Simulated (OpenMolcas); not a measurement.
# One shape, several levels: CH2F (SMILES [CH2]F)

We compute a comparison of 6 runs (UHF/STO-3G, UHF/3-21G, UB3LYP/6-31G*, UPBE/6-31G*, UPBE0/def2-SVP, ROMP2/pcseg-1) of CH2F. 

The results are computed with OpenMolcas 26.06.

2 further runs of the same task are left out: 2 set aside as unsound or not needed.

## Step 1: The molecule

The species is CH2F (4 atoms), meant as a doublet with charge 0. As SMILES, `[CH2]F`. The coordinates come from a PBE0-D4/def2-TZVP relaxation.

Bond lengths: C1–F2 1.331 Å, C1–H3 1.082 Å, C1–H4 1.082 Å. Angles: F2–C1–H3 115.1°, F2–C1–H4 115.1°, H3–C1–H4 124.6°.

## Step 2: Energy and forces at UHF/STO-3G (run 1)

Contents of run.inp:

```
* CH2F Hartree-Fock

&GATEWAY
 BASLIB=$CurrDir
 BASISSET
 C.STO-3G....
 C1 -0.030100 -0.057600 -0.131100 angstrom
 End of Basis
 BASISSET
 F.STO-3G....
 F2 0.950000 0.694000 0.364600 angstrom
 End of Basis
 BASISSET
 H.STO-3G....
 H3 -0.946900 0.472300 -0.352500 angstrom
 H4 0.027000 -1.108700 0.119000 angstrom
 End of Basis

&SEWARD

&SCF
 UHF
 SPIN=2
 THRESHOLDS=1e-10 1e-07 1e-07 1e-05
 PRORBITALS=1 1

&ALASKA
```

The basis set STO-3G is read from a file made from the Basis Set Exchange's data (not shown).

Started as:

```sh
export MOLCAS_MEM=1860
pymolcas run.inp > run.log
```

Output:

```text
--- Start Module: gateway ---
[...]
--- Stop Module: gateway /rc=_RC_ALL_IS_WELL_ ---
[...]
      Basis functions           12
[...]
--- Start Module: scf ---
[...]
       Convergence after  13 Iterations
[...]
::    Total SCF energy                               -136.5333369388
[...]
      Total spin, S                                     0.5054081270
[...]
      Total electronic charge=   17.000000
      Total            charge=   -0.000000
[...]
      Dipole Moment (debye):
      Origin of the operator (angstrom)=    0.5077    0.3590    0.1550
                   X= -7.5088E-01               Y= -5.0336E-01               Z= -1.3682E-01           Total=  9.1428E-01
      Quadrupole Moment (debye*angstrom):
[...]
--- Stop Module: scf /rc=_RC_ALL_IS_WELL_ ---
--- Start Module: alaska ---
[...]
 *              Molecular gradients               *
 **************************************************
  Irreducible representation: a
 ------------------------------------------------------------------------------------------
                              X                       Y                       Z
 ------------------------------------------------------------------------------------------
  C1               -2.22471746104347E-04    2.88654832427460E-03    9.68890619206775E-03
  F2               -1.89034895318620E-02   -1.44533947109151E-02   -9.41420734243525E-03
  H3                1.02409254653035E-02    4.73863406788211E-03    1.77754372429284E-04
  H4                8.88503581266330E-03    6.82821231874975E-03   -4.52453222060556E-04
 ------------------------------------------------------------------------------------------
--- Stop Module: alaska /rc=_RC_ALL_IS_WELL_ ---
[...]
```

It took 2 s on 1 thread of Arm Neoverse V1, shared host; peak memory 0.37 GiB.

## Step 3: Energy and gradient at UHF/3-21G (run 2)

Contents of run.input:

```
&GATEWAY
  BASLIB = $CurrDir
  COORD
  4
  bohr
  C     -0.05688076    -0.10884822    -0.24774309
  F      1.79523982     1.31146993     0.68899415
  H     -1.78938167     0.89251765    -0.66612846
  H      0.05102261    -2.09513935     0.22487741
  BASIS = 3-21G
  GROUP = NoSym

&SEWARD

&SCF
  UHF
  SPIN = 2
  THRESHOLDS = 1e-10 1e-07 1e-07 1e-05
  PRORBITALS = 1 1

&ALASKA
```

The basis set 3-21G is read from a file made from the Basis Set Exchange's data (not shown).

Started as:

```sh
export MOLCAS_MEM=1860
pymolcas run.input > run.log
```

Output:

```text
--- Start Module: gateway ---
[...]
--- Stop Module: gateway /rc=_RC_ALL_IS_WELL_ ---
[...]
      Basis functions           22
[...]
--- Start Module: scf ---
[...]
       Convergence after  15 Iterations
[...]
::    Total SCF energy                               -137.6510857547
[...]
      Total spin, S                                     0.5050563353
[...]
      Total electronic charge=   17.000000
      Total            charge=   -0.000000
[...]
      Dipole Moment (debye):
      Origin of the operator (angstrom)=    0.5077    0.3590    0.1550
                   X= -1.4985E+00               Y= -1.0304E+00               Z= -3.5988E-01           Total=  1.8538E+00
      Quadrupole Moment (debye*angstrom):
[...]
--- Stop Module: scf /rc=_RC_ALL_IS_WELL_ ---
--- Start Module: alaska ---
[...]
 *              Molecular gradients               *
 **************************************************
  Irreducible representation: a
 ------------------------------------------------------------------------------------------
                              X                       Y                       Z
 ------------------------------------------------------------------------------------------
  C1                2.78775154038575E-02    2.08738297086120E-02    1.20672923607277E-02
  F2               -2.62734726671443E-02   -2.00449116777408E-02   -1.29389347915416E-02
  H3               -6.11338403050032E-03    8.24832334786829E-03   -2.14520470637869E-03
  H4                4.50934129378219E-03   -9.07724137874544E-03    3.01684713719391E-03
 ------------------------------------------------------------------------------------------
--- Stop Module: alaska /rc=_RC_ALL_IS_WELL_ ---
[...]
```

Run time: 2 s. Hardware: 1 thread of Arm Neoverse V1, shared host; peak memory 0.37 GiB.

Run 3 isn't shown in full; the table further down has it.

## Step 4: Energy and gradient at UPBE/6-31G(d) (spherical functions) (run 4)

Contents of job.input:

```
* CH2F Kohn-Sham DFT
>>> EXPORT MOLCAS_PRINT=2

&GATEWAY
  BasLib=$CurrDir
  BasisSet
  C.6-31Gs....
  C1 -0.030100 -0.057600 -0.131100 angstrom
  End of Basis
  BasisSet
  F.6-31Gs....
  F2 0.950000 0.694000 0.364600 angstrom
  End of Basis
  BasisSet
  H.6-31Gs....
  H3 -0.946900 0.472300 -0.352500 angstrom
  H4 0.027000 -1.108700 0.119000 angstrom
  End of Basis

&SEWARD
  GridInput
  Grid=UltraFine
  End of Grid

&SCF
  UHF
  Spin=2
  KSDFT=PBE
  Thresholds=1e-10 1e-07 1e-07 1e-05
  PrOrbitals=1

&ALASKA
```

The basis set 6-31G* is read from a file made from the Basis Set Exchange's data (not shown).

Started as:

```sh
export MOLCAS_MEM=1860
pymolcas job.input > job.log
```

Output:

```text
--- Start Module: gateway ---
[...]
--- Stop Module: gateway /rc=_RC_ALL_IS_WELL_ ---
[...]
      Basis functions           32
[...]
--- Start Module: scf ---
[...]
       Convergence after  13 Iterations
[...]
::    Total KS-DFT energy                            -138.9082285406
[...]
      Total spin, S                                     0.5013174154
[...]
      Total electronic charge=   17.000000
      Total            charge=   -0.000000
[...]
      Dipole Moment (debye):
      Origin of the operator (angstrom)=    0.5077    0.3590    0.1550
                   X= -8.7997E-01               Y= -5.5672E-01               Z= -4.9328E-02           Total=  1.0425E+00
      Quadrupole Moment (debye*angstrom):
[...]
--- Stop Module: scf /rc=_RC_ALL_IS_WELL_ ---
[...]
--- Start Module: alaska ---
[...]
 *              Molecular gradients               *
 **************************************************
  Irreducible representation: a
 ------------------------------------------------------------------------------------------
                              X                       Y                       Z
 ------------------------------------------------------------------------------------------
  C1                2.45236655037750E-03    3.13122795357579E-03    5.08929376833356E-03
  F2               -1.12997139741431E-02   -8.58514156366486E-03   -5.44099779178353E-03
  H3                7.61174598805070E-03   -2.40757338366415E-03    1.70946696129837E-03
  H4                1.23560143571935E-03    7.86148699375167E-03   -1.35776293784673E-03
 ------------------------------------------------------------------------------------------
--- Stop Module: alaska /rc=_RC_ALL_IS_WELL_ ---
[...]
```

Wall time 9 s (1 thread of Arm Neoverse V1, shared host); peak memory 0.37 GiB.

Run 5 isn't shown in full; the table further down has it.

## Step 5: The energy at ROMP2/pcseg-1 (run 6)

Contents of input.xyz:

```xyz
4

C     -0.030100    -0.057600    -0.131100
F      0.950000     0.694000     0.364600
H     -0.946900     0.472300    -0.352500
H      0.027000    -1.108700     0.119000
```

Contents of mol.inp:

```
&GATEWAY
  BasLib
  $CurrDir
  Coord
  input.xyz
  Basis
  pcseg-1
  Group
  NoSym

&SEWARD

&SCF
  UHF
  Spin
  2
  Thresholds
  1e-10 1e-07 1e-07 1e-05
  PrOrbitals
  0

&RASSCF
  FileOrb
  $Project.UnaOrb
  Spin
  2
  Nactel
  1 0 0
  Inactive
  8
  Ras2
  1
  OutOrbitals
  Canonical
  OrbListing
  Nothing

&CASPT2
  IPEA
  0.0
  Frozen
  2
```

The basis set pcseg-1 is read from a file made from the Basis Set Exchange's data (not shown).

Started as:

```sh
export MOLCAS_MEM=1860
pymolcas mol.inp > mol.log
```

Output:

```text
--- Start Module: gateway ---
[...]
--- Stop Module: gateway /rc=_RC_ALL_IS_WELL_ ---
[...]
      Basis functions           38
[...]
       Convergence after  15 Iterations
[...]
::    Total SCF energy                               -138.3666035707
[...]
      Total spin, S                                     0.5047889961
[...]
--- Start Module: rasscf ---
[...]
      Number of active orbitals                  1
[...]
      Spin quantum number                      0.5
[...]
      Active orbitals                            1
[...]
      Number of CSFs                             1
[...]
      Number of root(s) required                 1
[...]
      Convergence after  7 iterations
[...]
      printout of CI-coefficients larger than  0.05 for root  1
      energy=    -138.362707
      conf/sym  1     Coeff  Weight
             1  u   1.00000 1.00000
      Natural orbitals and occupation numbers for root  1
      sym 1:   1.000000
      ************************************************************************************************************************
      *                                                    Final results                                                     *
[...]
::    RASSCF root number  1 Total energy:   -138.36270679
[...]
      Total electronic charge=   17.000000
      Total            charge=   -0.000000
[...]
      Dipole Moment (debye):
      Origin of the operator (angstrom)=    0.5077    0.3590    0.1550
                   X= -1.4863E+00               Y= -1.0186E+00               Z= -3.4532E-01           Total=  1.8346E+00
      Quadrupole Moment (debye*angstrom):
[...]
--- Stop Module: rasscf /rc=_RC_ALL_IS_WELL_ ---
--- Start Module: caspt2 ---
[...]
      E2 (Variational):          -0.3105611812
      Total energy:            -138.6732679707
[...]
      Reference weight:           0.92357
[...]
::    CASPT2 Root  1     Total energy:   -138.67326797
[...]
```

Run time: 3 s. Hardware: 1 thread of Arm Neoverse V1, shared host; peak memory 0.37 GiB.

## Step 6: The series

| run | level | integration grid | task | energy (Eh) | dipole moment (D) | HOMO energy (eV) | LUMO energy (eV) | wall time |
| --- | --- | --- | --- | --- | --- | --- | --- | --- |
| 1 | UHF/STO-3G | – | gradient | -136.533337 | 0.91 | -8.43 | 8.72 | 2 s |
| 2 | UHF/3-21G | – | gradient | -137.651086 | 1.85 | -10.42 | 4.43 | 2 s |
| 3 | UB3LYP/6-31G* (spherical functions) | UltraFine | gradient | -139.062085 | 1.20 | -5.60 | -1.06 | 9.9 s |
| 4 | UPBE/6-31G* (spherical functions) | UltraFine | gradient | -138.908229 | 1.04 | -4.24 | -1.89 | 9 s |
| 5 | UPBE0/def2-SVP | UltraFine | gradient | -138.817761 | 1.30 | -6.23 | -0.93 | 9.9 s |
| 6 | ROMP2/pcseg-1 | – | energy | -138.673268 | – | – | – | 3 s |

## Step 7: What came out

| quantity | value |
| --- | --- |
| run 6: total energy | -138.67327 Eh |

In words: Over runs 1, 2, 3, 4, 5 the dipole moment (its size) runs from 0.91 D (UHF/STO-3G) to 1.85 D (UHF/3-21G). Totals of different functionals can't be ranked against each other. In run 1 the basis is minimal, so the values are rough. All runs together took 36 s, the longest 9.9 s.
